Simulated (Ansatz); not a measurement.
**CH₅O (doublet): the correlation ladder at distance O1–H3 along a hydrogen transfer = 0.960 Å, cc-pVDZ**

How much of the correlation energy of CH₅O (doublet) does each wave-function method recover here?

Program: Ansatz 0.2.0, Gaussian basis. Level of theory: cc-pVDZ, core rule «outside noble gas», up to 2 orbitals frozen. These are calculated values, not measurements.

The runs, in order: UHF; CCSD(T) on ROHF; CCSD(T) on UHF; BCCD(T) on ROHF; CISD; CCSDT(Q) on ROHF; CCSDT(Q) on UHF; CASSCF and MRCISD+Q, 3 electrons in 3 orbitals; CASSCF and NEVPT2, 3 electrons in 3 orbitals.

### 1 The system

The geometry derives from fragments relaxed apart (PBE0/def2-TZVP) and kept rigid, so it is no stationary point. A hydrogen atom is moved between rigid fragments.

7 atoms, charge 0, spin multiplicity 2.

Atoms are counted from 1 here; the program's logs count them from 0.

Bond lengths: O1–H2 0.960 Å, O1–H3 0.960 Å, C4–H5 1.080 Å, C4–H6 1.080 Å, C4–H7 1.080 Å. Angles: H2–O1–H3 105.1°, H5–C4–H6 120.0°, H5–C4–H7 120.0°, H6–C4–H7 120.0°.

### 2 UHF

Input file in.yaml:

```yaml
crystal:
  periodic: [false, false, false]
  atoms:
    - {symbol: O, position_ang: [-1.207597, -0.028258, 0.000000]}
    - {symbol: H, position_ang: [-1.456907, 0.898317, 0.000000]}
    - {symbol: H, position_ang: [-0.248068, -0.028258, 0.000000]}
    - {symbol: C, position_ang: [1.399403, -0.028258, 0.000000]}
    - {symbol: H, position_ang: [1.399403, -1.108280, 0.000000]}
    - {symbol: H, position_ang: [1.399403, 0.511753, 0.935327]}
    - {symbol: H, position_ang: [1.399403, 0.511753, -0.935327]}
basis:
  gaussian: {orbitals: cc-pVDZ}
magnetization: {spin_polarized: true, initial_magnetization: 1}
hamiltonian: {xc: hf}
output: {orbitals: {seedname: orbitals}}
```

Run with:

```bash
> ansatz run in.yaml --threads 1 --pin off --events-out ev --progress --plain --max-ram 4096MiB --backend cpu
```

The runs that follow: CCSD(T) on ROHF; CCSD(T) on UHF; BCCD(T) on ROHF; CISD; CCSDT(Q) on ROHF; CCSDT(Q) on UHF; CASSCF and MRCISD+Q, 3 electrons in 3 orbitals; CASSCF and NEVPT2, 3 electrons in 3 orbitals.

Before running them: what should the planned runs give, taken together? Wanted: UCCSDT(Q) below the RHF energy; RMP2 from UCCSDT(Q); UMP2 from UCCSDT(Q); RCCSD from UCCSDT(Q); RCCSD(T) from UCCSDT(Q); UCCSD(T) from UCCSDT(Q); RCCSDT(Q) from UCCSDT(Q); NEVPT2 pair from UCCSDT(Q); MRCISD+Q pair from UCCSDT(Q).

The runs gave:

| quantity | value |
| --- | --- |
| UCCSDT(Q) below the RHF energy | -10.3253 eV |
| RMP2 from UCCSDT(Q) | +102.1 kJ/mol |
| UMP2 from UCCSDT(Q) | +102.9 kJ/mol |
| RCCSD from UCCSDT(Q) | +20.6 kJ/mol |
| RCCSD(T) from UCCSDT(Q) | +3.3 kJ/mol |
| UCCSD(T) from UCCSDT(Q) | +3.3 kJ/mol |
| RCCSDT(Q) from UCCSDT(Q) | +0.1 kJ/mol |
| NEVPT2 pair from UCCSDT(Q) | +101.1 kJ/mol |
| MRCISD+Q pair from UCCSDT(Q) | +11.3 kJ/mol |
| levels within 1 kcal/mol (43 meV) | RCCSD(T), UCCSD(T), BCCD(T), RCCSDT, UCCSDT, RCCSDT(Q) |
| T1 diagnostic | 0.014 |

In words: RCCSD(T) lands +3.3 kJ/mol from the yardstick (0.3 % of the correlation energy). Of the multireference levels listed MRCISD+Q pair comes nearest in total energy (+11.3 kJ/mol), which doesn't show that its space is the better one. These misses are within one basis, not against nature; the frozen cores of restricted and unrestricted runs differ, which can shift their rows.
